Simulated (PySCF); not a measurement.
## Worked example for 2,2-difluoroethanol: deprotonation at atom O1

Structure: `OCC(F)F` (C2H4F2O). Numbering: `[OH:1][CH2:2][CH:3]([F:4])[F:5]`

Level of theory: ωB97X-D3(BJ)/ma-def2-TZVP single points in PySCF, grid level 2; every species was optimised with PBE0-D3(BJ)/ma-def2-SVP. The prefix ma- adds one diffuse s and one diffuse p function on all atoms but H. ωB97X-D3(BJ) is ωB97X-V with D3(BJ) in place of VV10. Zero-point and thermal terms (298.15 K, 1 bar) come from unscaled PBE0-D3(BJ)/ma-def2-SVP harmonic frequencies, with soft modes damped to free rotors in the entropy.

Step: `OCC(F)F` → `[O-]CC(F)F` + H⁺.

| species | charge | multiplicity | E / Eh |
| --- | --- | --- | --- |
| `OCC(F)F` | 0 | 1 | -353.741910 |
| `[O-]CC(F)F` | -1 | 1 | -353.143092 |

Thermal terms, products less reactant: Δ(H − E) = -35.39 kJ/mol, Δ(G − E) = -66.40 kJ/mol (the bare proton has no electronic energy, H = 5/2 RT). 1 Eh = 2625.50 kJ/mol.

Task: What are ΔE, ΔH and ΔG of this step?

Result: ΔE = 0.598818 Eh = 1572.20 kJ/mol; ΔH = 1536.8 kJ/mol; ΔG = 1505.8 kJ/mol, all in the gas phase at 298.15 K and 1 bar. The digits show the arithmetic; the method itself can be off by 10 kJ/mol or more.

Known limits: C2 is not listed: the run failed or kept an imaginary mode, or the ion rearranged or equalled another.
